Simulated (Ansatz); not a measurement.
# Relaxing SrNiPt3

These are results of Ansatz, DFT PBE, scalar-relativistic, plane waves, PAW, not measurements. Cutoff 420 eV, Γ-centred k mesh, Gaussian smearing, no spin polarisation in the final step.

SrNiPt3 was placed on the tetragonal perovskite structure type (P4mm, No. 99), with Sr in place of Ba, Ni in place of Ti, Pt in place of O, at a guessed volume.

```
CELL_PARAMETERS angstrom
4.21061 0.00000 0.00000
0.00000 4.21061 0.00000
0.00000 0.00000 4.26338
ATOMIC_POSITIONS crystal
Sr 0.00000 0.00000 0.00000
Ni 0.50000 0.50000 0.51500
Pt 0.50000 0.50000 0.97500
Pt 0.00000 0.50000 0.48500
Pt 0.50000 0.00000 0.48500
```

Cell and atoms relax at zero pressure; the relaxation can't lower the symmetry of the start. After a coarse first stage the cell is made exact in the group found at 0.06 Å.

The zero of energy is the elements' standard structures at the same level; no fitted shifts are applied.

Task: Describe the relaxed structure.

Result: It keeps P4mm (No. 99), but not the shape of the type it started on. Conventional cell: a = 4.407 Å, c = 5.018 Å. Sr has 12 Pt at 3.28–3.37 Å and 4 Ni at 3.39 Å; Ni is coordinated by 5 Pt at 2.36–2.48 Å and 1 Pt at 2.65 Å; Pt on Wyckoff site b (1 atom of the primitive cell) is coordinated by 1 Ni at 2.36 Å, 1 Ni at 2.65 Å and 4 Pt at 2.67 Å; Pt on Wyckoff site c (2 atoms of the primitive cell) has 2 Ni at 2.48 Å and 2 Pt at 2.67 Å (next Pt at 3.12 Å).

```xyz
5
Lattice="4.4068 0.0000 0.0000 0.0000 4.4068 0.0000 0.0000 0.0000 5.0184" Properties=species:S:1:pos:R:3 pbc="T T T"
Sr    0.0000    0.0000    4.5204
Ni    2.2034    2.2034    3.1913
Pt    2.2034    2.2034    0.5378
Pt    0.0000    2.2034    2.0479
Pt    2.2034    0.0000    2.0479
```

Task: What are its volume, energy, density and gap?

Result: The volume per atom is 19.49 Å³. The density is 12.46 g/cm³. The energy over the elements is -0.33 eV/atom. The gap on the 8×8×8 mesh is 0 eV (a metal).

The final run used a 8×8×8 mesh on its 5-atom cell and 0.10 eV smearing. For metals, differences of a few meV/atom aren't resolved. Spin–orbit coupling is left out. A structure relaxed within its symmetry needn't be a true minimum.

Cost: 3 runs of about 7.4 core-minutes in all, on Intel Xeon Platinum 8259CL (Skylake/Cascade Lake) (shared hosts).